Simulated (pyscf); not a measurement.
`[CH3][Sb]([CH3])[CH3]` + `[H]` [doublet] → `[CH3][Sb][CH3]` [doublet] + `[CH4]`, a substitution at C (doublet surface; C–Sb broken, C–H formed). PySCF, gas phase, ωB97X-D3(BJ)/def2-SVP geometries. Energies in kJ/mol from the separated reactants.

Small-basis levels: PySCF, no dispersion term, spherical d functions. AM1 to PM7: differences of heats of formation from MOPAC, which are fitted to 298 K values and so differ in kind from electronic energies by zero-point and thermal terms. Open shells are spin-unrestricted. 

| level | barrier | reaction energy |
|---|---|---|
| HF/6-31G*+LANL2DZ | 102.9 | -214.2 |
| MP2/6-31G*+LANL2DZ | 102.7 | -181.4 |
| SVWN5/6-31G*+LANL2DZ | -0.4 | -205.4 |
| BP86/6-31G*+LANL2DZ | 19.2 | -225.1 |
| PBE/6-31G*+LANL2DZ | 28.3 | -208.8 |
| B3LYP/6-31G*+LANL2DZ | 39.1 | -228.6 |
| M06-2X/6-31G*+LANL2DZ | 60.4 | -191.4 |
| PBE/def2-SVP | 25.7 | -204.2 |
| B3LYP/def2-SVP | 33.6 | -227.5 |
| AM1 | 36.4 | -193.5 |
| PM3 | -21.5 | -189.7 |
| PM6 | 72.5 | -218.4 |
| ωB97M-D3(BJ)/def2-TZVP | 54.6 | -210.0 |

Against the last row the barrier runs from -76.1 (PM3) to +48.3 kJ/mol (HF/6-31G*+LANL2DZ). At PM3 this geometry lies under one side, so the entry may be no barrier of that level: it is a single point on another level's saddle. ωB97M-D3(BJ)/def2-TZVP has limits of its own. Abstraction by the radical was not located in this set and often lies lower. One saddle was located; it need not be the lowest between these sides. The angle at the attacked C is 176°. In the def2 sets elements past Kr carry core potentials, without spin-orbit coupling.
